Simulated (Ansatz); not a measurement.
Q: Predict a relaxed structure of H2S4, charge 0, singlet, at PBE0-D4/def2-SVP (Ansatz).

A: 
Cartesian coordinates in Å:
```
S -1.813 1.087 -1.004
S -1.077 0.595 0.867
S -0.303 -1.321 0.714
S 1.590 -1.115 -0.109
H -0.661 1.597 -1.504
H 2.263 -0.843 1.036
```
 This is one stationary point.
